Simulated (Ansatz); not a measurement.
# SiNHO (triplet): from Hartree-Fock to the top rungs, cc-pVDZ

An exercise on one series of results from a longer session: the logs are not shown, and one member is left open.

Method: cc-pVDZ, core rule «outside noble gas», up to 7 orbitals frozen; program: Ansatz 0.2.0, Gaussian basis.

The runs, in order: UHF; CCSD(T) on ROHF; CCSD(T) on UHF; BCCD(T) on ROHF; CISD as a restricted active space (open shells left free, so some higher excitations enter); CCSDT(Q) on ROHF; CCSDT(Q) on UHF.

31 further runs of the same task are left out: 4 for a known fault of the program, 8 that didn't finish, 19 set aside as unsound or not needed. Runs told in other sessions of the task aren't counted.

## What is computed

The geometry is a PBE0/def2-TZVP stationary point (not a proven minimum).

4 atoms, charge 0, spin multiplicity 3.

Atoms are counted from 1 here; the program's logs count them from 0.

Bond lengths: O1–N2 1.191 Å, N2–Si3 1.782 Å, Si3–H4 1.519 Å. Angles: O1–N2–Si3 136.4°, N2–Si3–H4 90.8°.

Set-up of the first run:

in.yaml

```yaml
crystal:
  periodic: [false, false, false]
  atoms:
    - {symbol: O, position_ang: [0.000000, -0.144299, 1.624079]}
    - {symbol: N, position_ang: [0.000000, 0.380867, 0.555568]}
    - {symbol: Si, position_ang: [0.000000, -0.153981, -1.144069]}
    - {symbol: H, position_ang: [0.000000, 1.288393, -1.621334]}
basis:
  gaussian: {orbitals: cc-pVDZ}
magnetization: {spin_polarized: true, initial_magnetization: 2}
hamiltonian: {xc: hf}
output: {orbitals: {seedname: orbitals}}
```

Command:

```
$ ansatz run in.yaml --threads 1 --pin off --events-out ev --progress --plain --max-ram 2393MiB
```

Steps of the session up to this table: UHF; CCSD(T) on ROHF; CCSD(T) on UHF; BCCD(T) on ROHF; CISD as a restricted active space (open shells left free, so some higher excitations enter); CCSDT(Q) on ROHF; CCSDT(Q) on UHF.

One table of the session follows, with a row left open; its other results are not shown here.

| method | from UCCSDT(Q) (meV) |
| --- | --- |
| ROHF | +12504.9 |
| UHF | +12125.0 |
| RMP2 | +1095.5 |
| UMP2 | +1353.3 |
| CISD | ? |
| RCCSD | +545.2 |
| UCCSD | +525.1 |
| RCCSD(T) | +108.9 |
| UCCSD(T) | +112.5 |
| BCCD(T) | +102.9 |
| RCCSDT | +64.7 |
| UCCSDT | +62.0 |
| RCCSDT(Q) | +4.8 |
| UCCSDT(Q) | 0 |

**Question.** Estimate the row for CISD.

**Answer.** from UCCSDT(Q) (meV): +1879.1. In the column «from UCCSDT(Q) (meV)» it lies between UMP2 (+1353.3) and UHF (+12125.0).

With the free atoms at the same levels and basis (separate runs), the atomisation energy is 9.804 eV at UCCSDT(Q), 9.720 eV at RCCSD(T), 9.713 eV at UCCSD(T), 4.971 eV at ROHF.

Limits of these values: Restricted and unrestricted rows rest on different reference determinants; a gap between their highest levels can come from leftover correlation error, from unlike frozen cores or from another state.
